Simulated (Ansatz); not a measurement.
**Worked example: correlation energy of AsH⁺, quartet**

Geometry: that of the AsH⁺, doublet, kept fixed. The doublet lies 1.8 eV lower here.

```xyz
2

As    0.0000    0.0000    0.0000
H     0.0000    0.0000    1.5348
```

Basis cc-pVTZ; Ansatz 0.2.0. Correlated methods freeze the noble-gas cores and the filled d shells of p-block atoms, which leaves 5 electrons in 43 orbitals. R marks a restricted (for open shells ROHF) determinant. No spin–orbit coupling is included, and no scalar relativity.

Full CI is exact within this basis and frozen core; it isn't the basis-set limit.

Runs differ by some tens of microhartree through their thresholds and, for an open shell, their frozen cores, so steps under 0.03 kcal/mol mean nothing.

| level | total energy (hartree) |
| --- | --- |
| RHF | -2234.419944 |
| RMP2 | -2234.489485 |
| RCCSD | -2234.505855 |
| RCCSD(T) | -2234.508567 |
| RCCSDT | -2234.509166 |
| RCCSDT(Q) | -2234.509228 |
| full CI | -2234.509210 |

Q: What is the correlation energy at full CI, and what share of it do RMP2 and RCCSD recover?

A: E(corr) = -2234.509210 − (-2234.419944) = -0.089266 hartree = -2.429 eV. RMP2: -0.069541 / -0.089266 = 77.90 %. RCCSD: -0.085911 / -0.089266 = 96.24 %.

Q: By how many kcal/mol does RCCSD(T) miss full CI (1 hartree = 627.509 kcal/mol), and which steps make up the rest?

A: -2234.508567 − (-2234.509210) = 0.000643 hartree = 0.40 kcal/mol. Steps: RCCSDT − RCCSD(T) = -0.38, RCCSDT(Q) − RCCSDT = -0.04, full CI − RCCSDT(Q) = 0.01 kcal/mol. That is within 1 kcal/mol of the reference in this basis, which itself misses far more of the correlation at the basis-set limit.
